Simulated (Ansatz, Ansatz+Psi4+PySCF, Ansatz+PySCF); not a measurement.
```
atom    x (Å)    y (Å)    z (Å)
   C  -0.0130  -0.5784  -0.0040
   O  -0.0156   0.8023  -0.0066
   H   1.0509  -0.8617  -0.0054
   H  -0.4714  -1.0130   0.9003
   H  -0.4671  -1.0144  -0.9035
```

Basis set: cc-pVTZ (spherical functions). Left uncorrelated: 2 orbitals. Correlation on ROHF uses semicanonical orbitals with singles. Charge 0, multiplicity 2.

Computed with Ansatz (development build ahead of 0.2.0); each method stands on the lowest determinant of its kind that the runs found.

Q: Give the atomization energy at this shape (free ground-state atoms in the same class of orbitals less the molecule, no zero-point energy) of doublet CH₃O by UHF-CCSD(T), ROHF-MP2.

A:

| method | atomization energy |
| --- | --- |
| UHF-CCSD(T) | 389.41 kcal/mol |
| ROHF-MP2 | 390.17 kcal/mol |
